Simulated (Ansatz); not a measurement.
Input file for Ansatz (a quantum-chemistry and plane-wave program): U-CCSD(T)/aug-cc-pVTZ on C2H (SMILES [C]#C), 2S+1 = 2, atoms moved off the minimum.

Ansatz 0.2 input:
```yaml
crystal:
  periodic: [false, false, false]
  atoms:
    - {symbol: C, position_ang: [-0.12974768, -0.22826107, -0.50785637]}
    - {symbol: C, position_ang: [0.04189944, -0.01118080, 0.23244752]}
    - {symbol: H, position_ang: [-0.06944151, -0.02951025, 1.40199798]}
basis:
  gaussian:
    orbitals: aug-cc-pVTZ
magnetization: {spin_polarized: true, initial_magnetization: 1}
correlation: {method: ccsd_t, electrons: outside_noble_gas}
scf: {omitted_lower_state_checks: [cluster_reference]}
output: {forces: true}
```

It printed:

```
WARN ansatz: RAYON_NUM_THREADS=1 ignored (pool sized by the plan → 1); use --threads N
Functional definition: HF
these checks for a lower state are left out or cut short: cluster_reference
integrals: 0.26 GiB planned
673 factors; integrals over basis functions are off by at most 1.2e-3 eV
mean field: 0.22 GiB planned
mean field evaluation 1: about -2046.0010 eV, gradient 3.8e1 eV
mean field evaluation 2: about -2046.0030 eV, gradient 3.8e1 eV
mean field evaluation 4: about -2050.8294 eV, gradient 2.7e0 eV
mean field evaluation 8: about -2050.9120 eV, gradient 2.2e-1 eV
mean field -2050.91299472 eV, -75.3696623973 hartree, gradient 3.4e-6 eV, S^2 0.761084; 0 other end points of the search recorded, 0 dependent functions left out
2 core orbitals not correlated
reference -2050.91299472 eV, -75.3696623973 hartree; 5, 4 occupied and 108, 109 virtual orbitals, 673 factors
too little memory for Intel AMX tiles; the run may be slower
densities: 1.57 GiB planned
second order -6.50012203 eV of doubles, -0.00000000 eV of singles
coupled cluster: 0.93 GiB planned
cycle   1  -6.81943131 eV  change   -3.2e-1 eV  update   4.3e-2
cycle   2  -6.98206737 eV  change   -1.6e-1 eV  update   1.6e-2
cycle   3  -7.00233597 eV  change   -2.0e-2 eV  update   6.5e-3
cycle   4  -7.00264902 eV  change   -3.1e-4 eV  update   2.7e-3
cycle   5  -7.00355037 eV  change   -9.0e-4 eV  update   9.8e-4
cycle   6  -7.00367236 eV  change   -1.2e-4 eV  update   4.0e-4
cycle   7  -7.00365662 eV  change    1.6e-5 eV  update   1.8e-4
cycle   8  -7.00367043 eV  change   -1.4e-5 eV  update   9.7e-5
cycle   9  -7.00365834 eV  change    1.2e-5 eV  update   4.7e-5
cycle  10  -7.00366099 eV  change   -2.7e-6 eV  update   2.0e-5
cycle  11  -7.00366595 eV  change   -5.0e-6 eV  update   8.5e-6
cycle  12  -7.00366248 eV  change    3.5e-6 eV  update   3.4e-6
cycle  13  -7.00366195 eV  change    5.3e-7 eV  update   1.3e-6
perturbative correction -0.23915151 eV, -0.0087886560 hartree
the calculation of the forces begins
Total energy: -2058.15580818 eV, -75.6358308826 hartree
Atom 0 at    -0.129748    -0.228261    -0.507856 Å, force   -33.301646   -42.616108  -150.361022 eV/Å
Atom 1 at     0.041899    -0.011181     0.232448 Å, force    32.011159    41.633037   153.536749 eV/Å
Atom 2 at    -0.069442    -0.029510     1.401998 Å, force     1.290487     0.983072    -3.175727 eV/Å
Dipole moment:    -0.026081    -0.014968     0.130176 e Å
Checks for a lower state left out: cluster_reference
```

The calculation finished and met its thresholds.

Cost: around 40 core-seconds (rough).
